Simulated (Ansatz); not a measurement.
# C2H9N3: up Jacob's ladder to CCSD(T)

An exercise on one series of results from a longer session: the logs are not shown, and one member is left open.

The runs use Ansatz 0.2.0, Gaussian basis; functionals in def2-TZVPP, the program's frozen cores in correlated methods.

Levels to be run: LDA (SPW92), PBE-D4, revPBE-D4, BLYP-D4, r2SCAN-D4, B97M-V, PBE0-D4, B3LYP-D4, r2SCANh-D4, r2SCAN0-D4, HSE06-D4, BHLYP-D4, CAM-B3LYP-D4, LC-ωPBE, ωB97X-V, ωB97M-V, B2PLYP, PBE-QIDH; CCSD(T)/def2-SVP; CCSD(T)/def2-TZVPP; MP2/def2-QZVPP; extrapolation to the limit; RPA on PBE.

**The geometry**

An earlier PBE0-D4 in a triple-zeta def2 set relaxation fixed the geometry.

14 atoms, charge 0, spin multiplicity 1.

Atoms are counted from 1 here; the program's logs count them from 0.

Bond lengths: C1–N2 1.445 Å, C1–H6 1.093 Å, C1–H7 1.103 Å, C1–H8 1.091 Å, N2–C3 1.450 Å, N2–H9 1.013 Å, C3–N4 1.441 Å, C3–N5 1.449 Å, C3–H10 1.104 Å, N4–H11 1.012 Å, N4–H12 1.015 Å, N5–H13 1.015 Å, N5–H14 1.012 Å. Angles: N2–C1–H6 110.3°, N2–C1–H7 113.9°, N2–C1–H8 109.5°, H6–C1–H7 107.7°, H6–C1–H8 107.1°, H7–C1–H8 108.1°, C1–N2–C3 114.6°, C1–N2–H9 110.5°, C3–N2–H9 107.7°, N2–C3–N4 105.8°, N2–C3–N5 112.8°, N2–C3–H10 111.8°, N4–C3–N5 113.2°, N4–C3–H10 107.5°, N5–C3–H10 105.7°, C3–N4–H11 109.1°, C3–N4–H12 108.8°, H11–N4–H12 107.5° and more.

The first run:

The input, in.yaml:

```yaml
crystal:
  periodic: [false, false, false]
  atoms:
    - {symbol: C, position_ang: [-0.493490, 0.676067, 1.574842]}
    - {symbol: N, position_ang: [-0.237711, -0.471360, 0.734764]}
    - {symbol: C, position_ang: [-0.108416, -0.169133, -0.677170]}
    - {symbol: N, position_ang: [-0.128113, -1.441379, -1.354394]}
    - {symbol: N, position_ang: [1.069336, 0.619235, -0.977328]}
    - {symbol: H, position_ang: [0.383621, 1.327252, 1.604035]}
    - {symbol: H, position_ang: [-1.353232, 1.285208, 1.248258]}
    - {symbol: H, position_ang: [-0.681811, 0.344046, 2.596965]}
    - {symbol: H, position_ang: [-0.976511, -1.156518, 0.835901]}
    - {symbol: H, position_ang: [-0.964689, 0.420024, -1.050591]}
    - {symbol: H, position_ang: [0.045786, -1.294698, -2.340799]}
    - {symbol: H, position_ang: [0.627425, -2.015024, -0.993543]}
    - {symbol: H, position_ang: [1.862023, 0.257838, -0.455779]}
    - {symbol: H, position_ang: [0.942883, 1.589243, -0.716161]}
basis:
  gaussian: {orbitals: def2-TZVPP}
hamiltonian: {xc: lda}
output: {orbitals: {seedname: orbitals}}
```

Command:

```
$ ansatz run in.yaml --threads 4 --pin off --events-out ev --progress --plain --max-ram 10444MiB
```

Among the steps run: LDA; PBE-D4 (GGA); revPBE-D4 (GGA); BLYP-D4 (GGA); r2SCAN-D4 (meta-GGA); B97M-V (meta-GGA); PBE0-D4 (hybrid); B3LYP-D4 (hybrid); r2SCANh-D4 (hybrid); r2SCAN0-D4 (hybrid); HSE06-D4 (hybrid); BHLYP-D4 (hybrid); CAM-B3LYP-D4 (range-separated); LC-ωPBE (range-separated); ωB97X-V (range-separated); ωB97M-V (range-separated); B2PLYP (double hybrid); PBE-QIDH (double hybrid).

One of the session's tables, all rows but one given; the rest of the session is left out.

It belongs to the step «Orbital energies across the functionals». 

| functional | HOMO (eV) | LUMO (eV) | gap (eV) |
| --- | --- | --- | --- |
| LDA (SPW92) | -5.38 | 0.09 | 5.46 |
| PBE-D4 | -5.25 | 0.26 | 5.51 |
| revPBE-D4 | -5.19 | 0.35 | 5.54 |
| BLYP-D4 | -5.16 | 0.23 | 5.40 |
| r2SCAN-D4 | -5.53 | 0.98 | 6.51 |
| B97M-V | -5.72 | 0.44 | 6.16 |
| PBE0-D4 | -6.69 | 1.07 | 7.76 |
| B3LYP-D4 | ? | ? | ? |
| r2SCANh-D4 | -6.07 | 1.22 | 7.29 |
| r2SCAN0-D4 | -6.89 | 1.55 | 8.44 |
| HSE06-D4 | -6.28 | 0.71 | 6.99 |
| BHLYP-D4 | -8.09 | 1.66 | 9.75 |
| CAM-B3LYP-D4 | -8.14 | 1.81 | 9.95 |
| LC-ωPBE | -9.48 | 3.12 | 12.61 |
| ωB97X-V | -9.16 | 2.92 | 12.07 |
| ωB97M-V | -9.08 | 2.48 | 11.56 |

Q: Estimate the row for B3LYP-D4 from the others.

Worked estimate for «HOMO (eV)». Against the share of exact exchange, BLYP-D4 (0, -5.16), BHLYP-D4 (0.5, -8.09) give a slope of -5.86 per unit share; at 0.2 the line stands at -6.33.

The run gave: HOMO (eV): -6.48; LUMO (eV): 0.72; gap (eV): 7.20. In «HOMO (eV)» the line misses by +0.15.
